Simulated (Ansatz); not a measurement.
# AlHCl+ (quintet): wave-function methods side by side, cc-pVDZ

An exercise on one series of results from a longer session: the logs are not shown, and one member is left open.

Method: cc-pVDZ, core rule «outside noble gas», up to 10 orbitals frozen; program: Ansatz 0.2.0, Gaussian basis.

The runs, in order: UHF; CCSD(T) on ROHF; CCSD(T) on UHF; BCCD(T) on ROHF; CISD; CCSDT(Q) on ROHF; CCSDT(Q) on UHF; CCSDTQ on ROHF; CCSDTQ on UHF.

17 further runs of the same task are left out: 11 for a known fault of the program, 1 that didn't finish, 5 set aside as unsound or not needed.

**The geometry**

The geometry is a PBE0/def2-TZVP stationary point (not a proven minimum) of the parent state, kept for this charge and spin.

3 atoms, charge 1, spin multiplicity 5.

Atoms are counted from 1 here; the program's logs count them from 0.

Bond lengths: Al1–Cl2 2.197 Å, Al1–H3 1.817 Å. Angles: Cl2–Al1–H3 63.0°.

Set-up of the first run:

File in.yaml:

```yaml
crystal:
  periodic: [false, false, false]
  atoms:
    - {symbol: Al, position_ang: [0.000000, -0.050236, 1.239922]}
    - {symbol: Cl, position_ang: [0.000000, -0.006816, -0.956330]}
    - {symbol: H, position_ang: [0.000000, 1.584516, 0.446218]}
basis:
  gaussian: {orbitals: cc-pVDZ}
total_charge: 1
magnetization: {spin_polarized: true, initial_magnetization: 4}
hamiltonian: {xc: hf}
output: {orbitals: {seedname: orbitals}}
```

Launch:

```bash
ansatz run in.yaml --threads 1 --pin off --events-out ev --progress --plain --max-ram 4096MiB --backend cpu
```

Steps of the session up to this table: UHF; CCSD(T) on ROHF; CCSD(T) on UHF; BCCD(T) on ROHF; CISD; CCSDT(Q) on ROHF; CCSDT(Q) on UHF; CCSDTQ on ROHF; CCSDTQ on UHF.

One of the session's tables, all rows but one given; the rest of the session is left out.

| method | from UCCSDTQ (kcal/mol) |
| --- | --- |
| ROHF | +101.58 |
| UHF | +98.08 |
| RMP2 | +16.98 |
| UMP2 | +17.19 |
| CISD | +6.69 |
| RCCSD | +2.60 |
| UCCSD | +2.51 |
| RCCSD(T) | +0.64 |
| UCCSD(T) | +0.61 |
| BCCD(T) | +0.63 |
| RCCSDT | +0.19 |
| UCCSDT | +0.17 |
| RCCSDT(Q) | +0.04 |
| UCCSDT(Q) | ? |
| RCCSDTQ | +0.02 |
| UCCSDTQ | 0 |

**Question.** Estimate the row for UCCSDT(Q).

As computed: from UCCSDTQ (kcal/mol): +0.01. In the column «from UCCSDTQ (kcal/mol)» it lies between UCCSDTQ (0) and RCCSDTQ (+0.02).

Some runs used a GPU and others CPU threads alone; cost is compared among the CPU runs only.

Among the levels timed on like hardware, those that no quicker one beats, quickest first: CISD (2.5 s, +6.69 kcal/mol); UCCSD(T) (2.8 s, +0.61 kcal/mol); UCCSDT(Q) (12 s, +0.01 kcal/mol).

To keep in mind: Restricted and unrestricted rows rest on different reference determinants; where their highest levels disagree by more than a few hundredths of an eV, they describe different states and don't form one ladder.
